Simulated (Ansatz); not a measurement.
# CH3LiS: the cost of one run

Method: RKS B3LYP/def2-SVP, in Ansatz 0.2.0.

## Step 1: Starting point

Bond lengths: Li1–S2 2.356 Å, S2–C3 1.793 Å, C3–H4 1.195 Å, C3–H5 1.100 Å, C3–H6 1.128 Å. Angles: Li1–S2–C3 92.3°, S2–C3–H4 112.0°, S2–C3–H5 111.6°, S2–C3–H6 110.8°, H4–C3–H5 107.0°, H4–C3–H6 105.7°, H5–C3–H6 109.5°.

Structure file:

```xyz
6

Li   -0.2696   -2.1795    1.0916
S    -1.2337   -0.6387   -0.4068
C     0.1298    0.5100   -0.2184
H     1.1774    0.0128   -0.5073
H     0.0054    1.3939   -0.8615
H     0.2328    0.8375    0.8561
```

## Step 2: Relaxing the start

The input, input.yaml:

```yaml
crystal:
  periodic: [false, false, false]
  atoms:
    - { symbol: Li, position_ang: [-0.2696, -2.1795, 1.0916] }
    - { symbol: S, position_ang: [-1.2337, -0.6387, -0.4068] }
    - { symbol: C, position_ang: [0.1298, 0.51, -0.2184] }
    - { symbol: H, position_ang: [1.1774, 0.0128, -0.5073] }
    - { symbol: H, position_ang: [0.0054, 1.3939, -0.8615] }
    - { symbol: H, position_ang: [0.2328, 0.8375, 0.8561] }
basis:
  gaussian: { orbitals: def2-SVP }
hamiltonian:
  xc: b3lyp
relax:
  f_tol: 0.02
  max_steps: 40
output:
  orbitals: {}
```

Run with:

```bash
ansatz run input.yaml --threads 1 --pin off --max-ram 2048MiB --backend cpu --events-out ev --progress --plain --runs-dir out
```

What time and memory should one allow on 1 thread of an x86-64 CPU, shared host?

About 6.1 s, with a peak of 0.15 GiB.
